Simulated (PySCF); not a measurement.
Compound: P2F4.
Bonds: F1–P2, P2–F3, P2–P4, P4–F5, P4–F6.

Computed by this run: PBE0-D3(BJ)/def2-SVP geometry optimisation, gas phase (PySCF 2.14.0); density fitting, grid level 1; the optimiser is geomeTRIC in internal coordinates, started from a GFN2-xTB structure with every atom displaced at random (about 0.01 Å).

Step 0: E = -29415.3069 eV
```
atom  x, y, z in Å  |  force x, y, z in eV/Å
F1     -1.2551   -0.9761   -1.2483   -0.064  -0.251  -0.706
P2     -0.4603   -1.0358    0.1391   -0.407   0.675   0.377
F3     -1.7009   -0.4805    1.0319    0.347  -0.176   0.195
P4      0.4815    1.0416   -0.1522   -0.369  -0.401   0.187
F5      1.2850    0.9551    1.2306    0.082   0.266   0.696
F6      1.6731    0.4656   -1.0467    0.412  -0.113  -0.749
```

Step 1: E = -29415.3298 eV
```
atom  x, y, z in Å  |  force x, y, z in eV/Å
F1     -1.2349   -0.9386   -1.3037    0.206   0.146   0.290
P2     -0.4524   -0.9463    0.1198   -0.447  -0.662   0.025
F3     -1.7002   -0.5778    1.0810    0.226   0.160  -0.168
P4      0.5063    1.0665   -0.1463    0.175   0.278  -0.079
F5      1.2778    1.0299    1.2775   -0.084  -0.082  -0.185
F6      1.6267    0.3363   -1.0739   -0.076   0.161   0.117
```

Problem. Estimate the geometry and energy of step 2. (The exact step hangs on the optimiser's Hessian estimate; all steps are aligned on step 1, rigid shifts and turns removed.)

Solution. E = -29415.3567 eV, largest force 0.239 eV/Å
```
atom  x, y, z in Å  |  force x, y, z in eV/Å
F1     -1.2199   -0.9350   -1.2927    0.028  -0.048   0.014
P2     -0.4573   -0.9834    0.1327   -0.158  -0.024  -0.055
F3     -1.6895   -0.5402    1.0732    0.017   0.059   0.018
P4      0.4937    1.0580   -0.1491    0.081  -0.225   0.011
F5      1.2657    1.0046    1.2693    0.039   0.072   0.000
F6      1.6306    0.3659   -1.0790   -0.007   0.165   0.012
```

The energy changes by -0.0269 eV. The first-order estimate −F·Δx gives -0.0477 eV and the mean of the old and new forces, exact on a quadratic surface, -0.0274 eV. The step makes an angle of 52° with the force vector and moves no atom by more than 0.040 Å.

The cost below is that of the whole optimisation. Hardware: one thread, Arm Neoverse V1 (aarch64), shared host with 32 logical CPUs at a one-minute load of 17. Cost: 20 s of wall time, 0.37 GiB resident at most.
